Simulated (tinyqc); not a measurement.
MP2 on RHF in the sto-6g basis, frozen core, for H2O, spin multiplicity 1, step by step. One step of it, computed by the program tinyqc.

Problem. Second-order Moller-Plesset energy. E2 = sum_ijab (ia|jb) [2 (ia|jb) - (ib|ja)] / (e_i + e_j - e_a - e_b) over occupied i, j and virtual a, b; the opposite-spin part is (ia|jb)^2 / denominator, the rest is same-spin, and SCS-MP2 scales them by 6/5 and 1/3.

orbital energies (hartree): MO1 -20.518913, MO2 -1.288269, MO3 -0.592693, MO4 -0.489758, MO5 -0.405297, MO6 0.607856, MO7 0.690020

Two-electron integrals over orbitals (pq|rs), unique and non-zero (hartree); the lowest 1 orbital is frozen and left out:
```
(22|22) 0.735054    (32|32) 0.142231    (33|22) 0.653307    (33|33) 0.639594
(42|22) 0.003294    (42|33) 0.004138    (42|42) 0.122917    (43|32) 0.016475
(43|43) 0.049994    (44|22) 0.667673    (44|33) 0.600642    (44|42) -0.101469
(44|44) 0.762367    (52|52) 0.144106    (53|53) 0.029502    (54|52) -0.050319
(54|54) 0.056944    (55|22) 0.748842    (55|33) 0.635880    (55|42) -0.075475
(55|44) 0.719197    (55|55) 0.880663    (62|22) 0.147411    (62|33) 0.083779
(62|42) 0.018473    (62|44) 0.079274    (62|55) 0.158291    (62|62) 0.105324
(63|32) -0.028995   (63|43) -0.026529   (63|63) 0.061939    (64|22) 0.095433
(64|33) 0.046664    (64|42) -0.048136   (64|44) 0.128123    (64|55) 0.123820
(64|62) 0.057561    (64|64) 0.079732    (65|52) 0.056115    (65|54) -0.000787
(65|65) 0.038058    (66|22) 0.630854    (66|33) 0.580165    (66|42) 0.053318
(66|44) 0.561815    (66|55) 0.602883    (66|62) 0.106352    (66|64) 0.045477
(66|66) 0.614265    (72|32) 0.038091    (72|43) -0.038090   (72|63) 0.035966
(72|72) 0.060922    (73|22) 0.131618    (73|33) 0.090489    (73|42) -0.084906
(73|44) 0.149442    (73|55) 0.187152    (73|62) 0.075209    (73|64) 0.087542
(73|66) 0.039238    (73|73) 0.157208    (74|32) -0.080982   (74|43) 0.000010
(74|63) 0.042608    (74|72) -0.013969   (74|74) 0.073704    (75|53) 0.023422
(75|75) 0.023124    (76|32) 0.092008    (76|43) 0.048006    (76|63) -0.054361
(76|72) -0.014109   (76|74) -0.060175   (76|76) 0.109536    (77|22) 0.620483
(77|33) 0.610981    (77|42) -0.007587   (77|44) 0.597176    (77|55) 0.614052
(77|62) 0.066473    (77|64) 0.036425    (77|66) 0.574115    (77|73) 0.077320
(77|77) 0.613301
```

Hartree-Fock energy = -75.67558755 hartree

Give: Terms; Pair energies; MP2 correlation energy; SCS-MP2 correlation energy; MP2 total energy.

Solution.

Terms:
```
i  j  a  b  (ia|jb)  (ib|ja)  denominator       term
3  3  7  7   0.1572   0.1572      -2.5654    -0.0096
3  4  7  6   0.0875   0.0426      -2.3803    -0.0049
4  3  6  7   0.0875   0.0426      -2.3803    -0.0049
2  2  6  6   0.1053   0.1053      -3.7923    -0.0029
4  4  6  6   0.0797   0.0797      -2.1952    -0.0029
2  3  6  7   0.0752   0.0360      -3.1788    -0.0027
3  2  7  6   0.0752   0.0360      -3.1788    -0.0027
4  4  7  7   0.0737   0.0737      -2.3596    -0.0023
3  3  6  6   0.0619   0.0619      -2.4011    -0.0016
2  4  6  6   0.0576   0.0576      -2.9937    -0.0011
4  2  6  6   0.0576   0.0576      -2.9937    -0.0011
2  2  7  7   0.0609   0.0609      -3.9566    -0.0009
5  5  6  6   0.0381   0.0381      -2.0263    -0.0007
5  5  7  7   0.0231   0.0231      -2.1906  -2.44e-04
2  4  7  7  -0.0140  -0.0140      -3.1581  -6.18e-05
4  2  7  7  -0.0140  -0.0140      -3.1581  -6.18e-05
3  4  6  7   0.0426   0.0875      -2.3803   4.16e-05
4  3  7  6   0.0426   0.0875      -2.3803   4.16e-05
2  3  7  6   0.0360   0.0752      -3.1788   3.71e-05
3  2  6  7   0.0360   0.0752      -3.1788   3.71e-05
```

Pair energies (hartree; pair i-j sums ij and ji):
```
pair  opposite spin  same spin
2-2         -0.0039     0.0000
3-2         -0.0044    -0.0010
3-3         -0.0112     0.0000
4-2         -0.0023     0.0000
4-3         -0.0080    -0.0017
4-4         -0.0052     0.0000
5-5         -0.0010     0.0000
```

MP2 correlation energy = -0.038591 hartree

SCS-MP2 correlation energy = -0.044000 hartree

MP2 total energy = -75.714179 hartree
